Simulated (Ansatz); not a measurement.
C2H5NS, SMILES C=NCS, a ladder of methods at one geometry

Run with Ansatz's Python interface.

The script, `methods_c2h5ns.py`:
```python
# -*- coding: utf-8 -*-
"""One geometry of C2H5NS, method by method."""

from dataclasses import dataclass

import ansatz


@dataclass
class Settings:
    basis: str = "def2-SVP"


settings = Settings()

GEOMETRY = """
C    -0.10600    1.17230   -0.89490
N    -0.75320    0.14340   -0.52090
C     0.11670   -0.84970    0.05110
S     0.57010   -0.63640    1.82880
H     0.93380    1.38150   -0.82650
H    -0.73950    2.04780   -1.36400
H    -0.28920   -1.83200   -0.05930
H     1.14240   -0.87990   -0.48040
H    -0.78650   -0.59320    2.24900
"""


def main():
    mol = ansatz.Crystal.molecule()
    for line in GEOMETRY.strip().splitlines():
        symbol, *xyz = line.split()
        mol = mol.atom(symbol, [float(v) for v in xyz])

    job = mol.calculation().basis(gaussian=settings.basis)

    methods = ["mp2", "ccsd", "ccsd_t"]
    reports = [job.correlation(m).run(threads=1, backend="cpu").report for m in methods]
    print(f"Hartree-Fock reference {reports[0]['reference_energy_ev'] / 27.211386246:.6f} Ha")
    best = reports[-1]["free_energy_ev"] - reports[-1]["reference_energy_ev"]
    for method, each in zip(methods, reports):
        gained = each["free_energy_ev"] - each["reference_energy_ev"]
        print(f"{method:8s} total {each['free_energy_ev'] / 27.211386246:.6f} Ha  correlation {gained:9.4f} eV  ({100 * gained / best:.1f} % of the last)")


if __name__ == "__main__":
    main()
```

```console
$ python methods_c2h5ns.py
Hartree-Fock reference -530.344201 Ha
mp2      total -530.917621 Ha  correlation  -15.6036 eV  (89.5 % of the last)
ccsd     total -530.963808 Ha  correlation  -16.8604 eV  (96.7 % of the last)
ccsd_t   total -530.985224 Ha  correlation  -17.4431 eV  (100.0 % of the last)
```

Total energies depend on the basis set; only differences at equal settings carry meaning. The geometry is a force-field or estimated start, not a minimum of this method, and the basis set is short of its limit. A lower total doesn't mark the better method: functionals have no common bound, and MP2 and coupled cluster aren't variational. Inner cores stay frozen, so this is valence correlation. It ran for 14 s on 1 thread of Arm Neoverse V1, on a shared host, peak memory 0.33 GiB.
